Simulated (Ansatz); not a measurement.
# Worked example: correlation energy of PH⁻, quartet

Geometry: a PBE0/def2-TZVPD stationary point for this spin. The doublet lies 1.6 eV lower here.

```xyz
2

P     0.0000    0.0000    0.0000
H     0.0000    0.0000    1.5586
```

Basis aug-cc-pVDZ; Ansatz 0.2.0. Correlated methods freeze the noble-gas cores, which leaves 7 electrons in 31 orbitals. R marks a restricted (for open shells ROHF) determinant, U an unrestricted one. This anion state lies near or above the neutral species, so the extra electron is weakly bound or unbound and the energies hang on the diffuse functions.

Full CI isn't at hand for all of this; UCCSDT(Q) serves as the reference, and is uncertain by the last step of the cluster series or more.

UCCSD has a T1 diagnostic of 0.034 and a largest doubles amplitude of 0.08.

Runs differ by some tens of microhartree through their thresholds and, for an open shell, their frozen cores, so steps under 0.03 kcal/mol mean nothing.

```json
{"level": "UHF", "total energy (hartree)": "-341.243205"}
{"level": "UMP2", "total energy (hartree)": "-341.338168"}
{"level": "UCCSD", "total energy (hartree)": "-341.363320"}
{"level": "UCCSD(T)", "total energy (hartree)": "-341.366960"}
{"level": "UCCSDT", "total energy (hartree)": "-341.367812"}
{"level": "UCCSDT(Q)", "total energy (hartree)": "-341.367990"}
```

Question: What is the correlation energy at UCCSDT(Q), and what share of it do UMP2 and UCCSDT recover?

Answer: E(corr) = -341.367990 − (-341.243205) = -0.124785 hartree = -3.396 eV. UMP2: -0.094963 / -0.124785 = 76.10 %. UCCSDT: -0.124607 / -0.124785 = 99.86 %.

Question: By how many kcal/mol does UCCSD(T) miss UCCSDT(Q) (1 hartree = 627.509 kcal/mol), and which steps make up the rest?

Answer: -341.366960 − (-341.367990) = 0.001030 hartree = 0.65 kcal/mol. Steps: UCCSDT − UCCSD(T) = -0.53, UCCSDT(Q) − UCCSDT = -0.11 kcal/mol. That is within 1 kcal/mol of the reference in this basis, which itself misses far more of the correlation at the basis-set limit.
